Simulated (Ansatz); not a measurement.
# Band structure of CoO

```
CELL_PARAMETERS angstrom
0.00000 2.12378 2.12378
2.12378 0.00000 2.12378
2.12378 2.12378 0.00000
ATOMIC_POSITIONS crystal
Co 0.00000 0.00000 0.00000
O 0.50000 0.50000 0.50000
```

Atom numbers follow the list: Co1, O2.

The cell was built from the rocksalt type and relaxed in the same program, and has space group Fm-3m; it needn't be a known or the stable phase.

Semilocal functionals without U often leave such compounds metallic or with too small a gap, and the real magnetic order may differ.

The magnetic state is the one reached from the start moments; no search over orders was made, so it needn't be the ground state.

All numbers below come from DFT, PBE, all-electron LAPW, scalar-relativistic (Ansatz 0.2.0).

Numerical set-up: a Γ-centred 13×13×13 k mesh, Fermi–Dirac smearing of 0.08 eV, basis error target 0.25 meV/atom, spin-polarised from start moments Co1 2 μB, ending with a cell moment of 2.87 μB.

Points in fractions of the reciprocal vectors of this cell: Γ (0, 0, 0), X (0.5, 0, 0.5), U (0.625, 0.25, 0.625), K (0.375, 0.375, 0.75), L (0.5, 0.5, 0.5), W (0.5, 0.25, 0.75). The path joins them by straight lines in the order Γ–X–U–K–Γ–L–W–X; legs that retrace an earlier one aren't tabulated. Energies are in eV from the Fermi level.

Question: Is there a gap?

Answer: None at this level of theory (metallic, semimetallic, or a small gap that the functional closes).

Question: List the levels between -5 and 5 eV at the symmetry points.

Answer: 
Γ spin-up: -3.27 (×2), -3.20 (×3), -3.05 (×3), 0.98
Γ spin-down: -2.67 (×3), -1.12 (×3), 0.12 (×2), 1.51
X spin-up: -4.42 (×2), -3.93, -2.92, -2.40, -2.02 (×2)
X spin-down: -3.93 (×2), -2.27, 0.14 (×2), 0.60, 1.07
U spin-up: -2.93, -2.14, -2.03, -1.89, -1.29
U spin-down: -4.39, -1.04, -0.02, 0.15, 1.21, 1.67
K spin-up: -2.93, -2.14, -2.03, -1.89, -1.29
K spin-down: -4.39, -1.04, -0.02, 0.15, 1.21, 1.67
L spin-up: -2.31 (×2), -1.76, 0.12 (×2)
L spin-down: -4.72 (×2), -0.12 (×2), 0.18, 2.77 (×2)
W spin-up: -2.53, -2.26 (×2), -2.01, -1.34
W spin-down: -0.39 (×2), 0.14, 0.96, 1.69
